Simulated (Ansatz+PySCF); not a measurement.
A calculation with PySCF 2.14.0.

```python
from pyscf import gto, scf

mol = gto.M(atom="""
B 0.000000 0.000000 -0.208730
H 0.000000 0.000000 1.043630
""", basis='def2-svp', charge=0, spin=0)
mf = scf.RHF(mol)
mf.init_guess = 'huckel'
mf.kernel()
while True:  # follow internal instabilities
    mo, _, stable, _ = mf.stability(return_status=True)
    if stable: break
    mf.kernel(mf.make_rdm1(mo, mf.mo_occ))
print(mf.converged, mf.e_tot, mf.spin_square()[0])
```

The script is written out from the run's settings.

The run gave:

- Converged: yes
- Total energy: -25.09894 hartree
- Spin squared of the determinant: 0.000
